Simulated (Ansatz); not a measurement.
# H2O (triplet): wave-function methods side by side at distance H1–H2 along a hydrogen transfer = 0.892 Å, 6-31G

Aim: climb from Hartree-Fock through coupled cluster and multireference methods for H2O (triplet) at one geometry and basis, and see what each rung misses.

Method: 6-31G, core rule «outside noble gas», up to 1 orbitals frozen; program: Ansatz 0.2.0, Gaussian basis.

Plan: UHF; CCSD(T) on ROHF; CCSD(T) on UHF; BCCD(T) on ROHF; CISD; CCSDT(Q) on ROHF; CCSDT(Q) on UHF; CISDTQ; CCSDTQ on ROHF; CCSDTQ on UHF; CASSCF and MRCISD+Q, 4 electrons in 4 orbitals; CASSCF and NEVPT2, 4 electrons in 4 orbitals; CASSCF and MRCISD+Q, 8 electrons in 6 orbitals; CASSCF and NEVPT4(SD), 8 electrons in 6 orbitals; CASSCF and NEVPT2, 8 electrons in 6 orbitals; Full CI.

4 further runs of the same task are left out: 4 that didn't finish.

### Step 1. The system

The geometry derives from fragments relaxed apart (PBE0/def2-TZVP) and kept rigid, so it is no stationary point. A hydrogen atom is moved between rigid fragments.

3 atoms, charge 0, spin multiplicity 3.

Atoms are counted from 1 here; the program's logs count them from 0.

No contacts short enough for the rule that draws bonds.

### Step 2. UHF

The input, in.yaml:

```yaml
crystal:
  periodic: [false, false, false]
  atoms:
    - {symbol: H, position_ang: [0.000000, 0.000000, -1.047000]}
    - {symbol: H, position_ang: [0.000000, 0.000000, -0.155000]}
    - {symbol: O, position_ang: [0.000000, 0.000000, 1.202000]}
basis:
  gaussian: {orbitals: 6-31G}
magnetization: {spin_polarized: true, initial_magnetization: 2}
hamiltonian: {xc: hf}
output: {orbitals: {seedname: orbitals}}
```

The run is started by

```console
> ansatz run in.yaml --threads 1 --pin off --events-out ev --progress --plain --max-ram 2393MiB
```

Further steps of the session: CCSD(T) on ROHF; CCSD(T) on UHF; BCCD(T) on ROHF; CISD; CCSDT(Q) on ROHF; CCSDT(Q) on UHF; CISDTQ; CCSDTQ on ROHF; CCSDTQ on UHF; CASSCF and MRCISD+Q, 4 electrons in 4 orbitals; CASSCF and NEVPT2, 4 electrons in 4 orbitals; CASSCF and MRCISD+Q, 8 electrons in 6 orbitals; CASSCF and NEVPT4(SD), 8 electrons in 6 orbitals; CASSCF and NEVPT2, 8 electrons in 6 orbitals; Full CI.

Before running them: what should the planned runs give, taken together? Wanted: FCI below the RHF energy; RMP2 from FCI; UMP2 from FCI; RCCSD from FCI; RCCSD(T) from FCI; UCCSD(T) from FCI; RCCSDT(Q) from FCI; UCCSDT(Q) from FCI; NEVPT2 pair from FCI.

The runs gave:

| quantity | value |
| --- | --- |
| FCI below the RHF energy | -2.8134 eV |
| RMP2 from FCI | +14.48 kcal/mol |
| UMP2 from FCI | +12.43 kcal/mol |
| RCCSD from FCI | +0.76 kcal/mol |
| RCCSD(T) from FCI | +0.18 kcal/mol |
| UCCSD(T) from FCI | +0.16 kcal/mol |
| RCCSDT(Q) from FCI | +0.01 kcal/mol |
| UCCSDT(Q) from FCI | -0.01 kcal/mol |
| NEVPT2 pair from FCI | +7.61 kcal/mol |
| MRCISD+Q pair from FCI | +0.99 kcal/mol |
| NEVPT2 valence from FCI | +11.43 kcal/mol |
| levels within 1 kcal/mol (43 meV) | RCCSD, UCCSD, RCCSD(T), UCCSD(T), BCCD(T), RCCSDT, UCCSDT, CISDTQ, RCCSDT(Q), UCCSDT(Q), RCCSDTQ, UCCSDTQ, MRCISD+Q pair, MRCISD+Q valence |
| T1 diagnostic | 0.042 |
| effectively unpaired electrons | 2.02 |

In words: RCCSD(T) misses by +0.18 kcal/mol, 0.3 % of the correlation energy. The occupations are near whole numbers, but T1 = 0.042 shows that the orbitals relax strongly. Of the multireference levels listed MRCISD+Q valence comes nearest in total energy (+0.89 kcal/mol), which doesn't show that its space is the better one. These misses are within one basis, not against nature; the frozen cores of restricted and unrestricted runs differ, which can shift their rows.
